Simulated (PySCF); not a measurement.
Isomers C₂H₂F₂O:

A. SMILES F[C@@H]1O[C@@H]1F
B. `InChI=1S/C2H2F2O/c3-2(4)1-5/h1-2H`
C. `FC1(F)CO1`

Spectrum 1. $^{1}$H NMR (400 MHz, computed): δ 9.49 (d, J = 6.0 Hz, 1H), 5.19 (td, J = 61.9, 6.0 Hz, 1H). $^{13}$C{$^{1}$H} NMR (computed): δ 195.8 (CH, t, J = 36.7 Hz), 113.2 (CH, t, J = 311.3 Hz).

Spectrum 2. $^{1}$H NMR (400 MHz, computed): δ 3.09 (m, 2H). $^{13}$C{$^{1}$H} NMR (computed): δ 113.1 (C, t, J = 359.5 Hz), 53.2 (CH2, t, J = 23.0 Hz).

Spectrum 3. $^{1}$H NMR (400 MHz, computed): δ 4.98 (m, 2H). $^{13}$C{$^{1}$H} NMR (computed): δ 86.6 (CH, m).

PySCF calculation with coordinates at the PBE0-D3(BJ)/def2-SVP level, GIAO PBE0/pcSseg-1 shieldings and spin–spin couplings from B3LYP/pcJ-1; equivalent nuclei averaged, in vacuum, a single conformation, no relativistic terms.

Chemical shifts δ = σref − σ; $^{1}$H (σref 31.27), $^{13}$C (σref 184.41) vs TMS, all at this level. Multiplet labels drop J under 1 Hz and among equivalent protons, and merge close values. Unscaled 3J(H,H) run several per cent high. Vicinal couplings that depend on rotamer populations or ring flexing (ring, CH–CH, X–H and H–F types) are those of the one conformer. One-bond C–F couplings are unscaled and too large by tens of Hz. Shifts are as computed. Against solution values, carbons near 30 ppm lie about +2 ppm off and those near 130 ppm about +5 ppm. Of 1211 compounds with measured shifts, 218 miss one by over three times the rms of a fit or turn the order of signals round; such compounds aren't used in these exercises.

Task: Match each spectrum to its structure.

Result: 1–B, 2–C, 3–A.

- Spectrum 1 (B): 2 $^{13}$C signals; δC 195.8 is an aldehyde carbonyl carbon; δC 113.2 is an sp3 CH bonded to 2 F, α to a carbonyl.
- Spectrum 2 (C): 2 $^{13}$C signals; δC 113.1 is an epoxide ring carbon; δC 53.2 is an epoxide ring carbon.
- Spectrum 3 (A): a single $^{13}$C signal, at 86.6 ppm (epoxide ring carbon); δH 4.98 is the hydrogen on an epoxide ring carbon.
